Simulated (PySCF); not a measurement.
## A failing input for LiS

```python
from pyscf import gto, dft, tdscf

mol = gto.M(
    atom='Li 0 0 0; S 0 0 2.428',
    basis='cc-pvdz-dk',
    charge=0,
    spin=1,
    verbose=3,
)
mf = dft.UKS(mol, xc='olyp')
mf = mf.sfx2c1e()
mf = mf.density_fit(auxbasis='def2-universal-jkfit')
mf.max_cycle = 2
mf.kernel()
td = tdscf.TDA(mf)
td.nstates = 3
td.kernel()
td.analyze()
mf.dip_moment()
print('orbital energies (hartree):', [e[max(0, n-3):n+3].round(4) for e, n in zip(mf.mo_energy, mol.nelec)])
```

```bash
$ OMP_NUM_THREADS=1 python input.py
```

The log, shortened:

```
SCF not converged.
SCF energy = -405.795959423095 after 2 cycles  <S^2> = 0.75262563  2S+1 = 2.0026239

WARN: Ground state SCF is not converged

Excitation energies (eV)
[0.25273824 0.78459936 0.79739898]

** Excitation energies and oscillator strengths **
Excited State   1:      0.25274 eV   4905.64 nm  f=0.0021
Excited State   2:      0.78460 eV   1580.22 nm  f=0.0000
Excited State   3:      0.79740 eV   1554.86 nm  f=0.0000
Dipole moment(X, Y, Z, Debye): -0.00000,  0.00000, 26.56413
orbital energies (hartree): [array([-0.1188, -0.1099, -0.081 , -0.0763, -0.0222, -0.0098]), array([-0.391 , -0.115 , -0.0706, -0.0683, -0.0675, -0.0029])]
```

Problem. Which setting is at fault, why, and what does a mended input give?

Solution. The cycle limit (2): the limit is below the number of cycles that the SCF needs. With this edit
```diff
- mf.max_cycle = 2
```
the run finishes: E(SCF) = -406.797622 Eh, ⟨S²⟩ = 0.755, μz(SCF) = -7.04 D, first excitations without spin–orbit coupling 0.17, 0.92, 1.40 eV.

The bond length is a typed value, not an optimised one. No search for the lowest solution was made.
